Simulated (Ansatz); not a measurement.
For rock-salt NaCl, PBE (Ansatz, a program for electronic structure, plane waves, PAW) gives:

- equilibrium lattice constant a: 5.696 Å
- bulk modulus: 23.6 GPa
- band gap at the measured cell: 5.11 eV

Task: What does PBE0 in Ansatz (plane waves, PAW) give for the same quantities?

Result: 
- lattice constant a: 5.649 Å (decreases by 0.8 %)
- bulk modulus: 25.1 GPa (increases by 6.4 %)
- band gap at the measured cell: 7.20 eV (increases by 2.09 eV)

For comparison: lattice constant a 5.569 Å (measured, static lattice: zero-point anharmonic expansion removed; as tabulated in Mejia-Rodriguez and Trickey (2018), arXiv:1807.09216); bulk modulus 27.6 GPa (measured, 0 K value with the zero-point phonon effect removed; as tabulated in Mejia-Rodriguez and Trickey (2018), arXiv:1807.09216); band gap 8.97 eV (measured, low temperature, not corrected to a static lattice; as tabulated in Chen et al. (2018), doi:10.1103/physrevmaterials.2.073803).

Changes are worked out from the printed values.

Unless a cell is named, each level is at its own relaxed cell (PBE 23.10, PBE0 22.53 Å³/atom).

Density-functional gaps are differences of (generalised) Kohn–Sham levels.

Ansatz's density-functional and Hartree–Fock values are scalar-relativistic unless marked +SOC, with PAW data made under PBE.
